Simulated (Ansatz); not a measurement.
A nudged elastic band was laid between two geometries of AlClH3N (6 atoms, charge 0, multiplicity 1).

Method: Ansatz, RKS B3LYP/def2-SVP.

- movable images: 7
- climbing image: yes
- spring: 5.0 eV/Å²
- optimiser: quadratic models (default)
- start path: through a guess of the saddle point
- force threshold: 0.05 eV/Å
- iteration limit: 60
- end points: relaxed

First end point:

```xyz
6
Properties=species:S:1:pos:R:3
Al 0.137 -0.058 0.277
H 0.027 -0.514 1.775
Cl 2.005 0.498 -0.545
N -1.281 0.010 -0.773
H -2.227 -0.233 -0.491
H -1.270 0.296 -1.748
```

Last end point:

```xyz
6
Properties=species:S:1:pos:R:3
Al -1.294 -0.436 0.796
H 2.040 -0.070 1.395
Cl 2.103 0.305 0.161
N -1.721 -0.023 -0.910
H -2.659 -0.067 -1.311
H -1.077 0.292 -1.636
```

**Question.** What changes between the two ends?

**Answer.** Bonds broken: Al1–H2, Al1–Cl3. Bonds formed: H2–Cl3. AlClH3N becomes AlH2N + ClH.

**Question.** What energy profile does the band end with?

**Answer.** It converged. The highest image is number 4 of 0 to 8, 3.05 eV above the first end and 0.49 eV above the last; the last end lies 2.56 eV above the first. Neighbouring images differ by up to 1.4 eV, so the band resolves the path poorly. A vibrational analysis at the climbing image gives one clearly imaginary mode, 875i cm⁻¹: a first-order saddle point. The orbitals stay closed-shell, which can raise the energy where a bond breaks towards radicals; this wasn't checked here.

```json
{"image": "0", "path coordinate (Å)": "0.00", "energy (eV)": "0.00", "Al1–H2 (Å)": "1.57", "Al1–Cl3 (Å)": "2.12", "H2–Cl3 (Å)": "3.21"}
{"image": "1", "path coordinate (Å)": "0.46", "energy (eV)": "0.15", "Al1–H2 (Å)": "1.56", "Al1–Cl3 (Å)": "2.11", "H2–Cl3 (Å)": "2.99"}
{"image": "2", "path coordinate (Å)": "0.92", "energy (eV)": "0.82", "Al1–H2 (Å)": "1.55", "Al1–Cl3 (Å)": "2.14", "H2–Cl3 (Å)": "2.55"}
{"image": "3", "path coordinate (Å)": "1.39", "energy (eV)": "2.21", "Al1–H2 (Å)": "1.56", "Al1–Cl3 (Å)": "2.31", "H2–Cl3 (Å)": "2.07"}
{"image": "4", "path coordinate (Å)": "1.85", "energy (eV)": "3.05", "Al1–H2 (Å)": "1.71", "Al1–Cl3 (Å)": "2.59", "H2–Cl3 (Å)": "1.64"}
{"image": "5", "path coordinate (Å)": "2.26", "energy (eV)": "2.74", "Al1–H2 (Å)": "2.07", "Al1–Cl3 (Å)": "2.92", "H2–Cl3 (Å)": "1.36"}
{"image": "6", "path coordinate (Å)": "2.67", "energy (eV)": "2.60", "Al1–H2 (Å)": "2.49", "Al1–Cl3 (Å)": "3.33", "H2–Cl3 (Å)": "1.31"}
{"image": "7", "path coordinate (Å)": "3.08", "energy (eV)": "2.57", "Al1–H2 (Å)": "2.94", "Al1–Cl3 (Å)": "3.55", "H2–Cl3 (Å)": "1.30"}
{"image": "8", "path coordinate (Å)": "3.49", "energy (eV)": "2.56", "Al1–H2 (Å)": "3.41", "Al1–Cl3 (Å)": "3.54", "H2–Cl3 (Å)": "1.29"}
```

**Question.** What is the geometry of the highest image?

**Answer.** 
```xyz
6
Properties=species:S:1:pos:R:3:forces:R:3
Al -0.515 -0.309 0.668 0.00 0.00 0.00
H 1.076 -0.165 1.267 0.00 0.00 0.00
Cl 1.864 0.422 -0.051 0.00 0.00 0.00
N -1.473 -0.042 -0.805 0.00 0.00 0.00
H -2.469 -0.222 -0.906 0.00 0.00 0.00
H -1.091 0.316 -1.679 0.00 0.00 0.00
```

The band took 23 iterations and of the order of 8 core-minutes.

Time of the run: 7.9 min on 1 thread of Arm Neoverse N1 (shared host), peak memory 0.12 GiB.
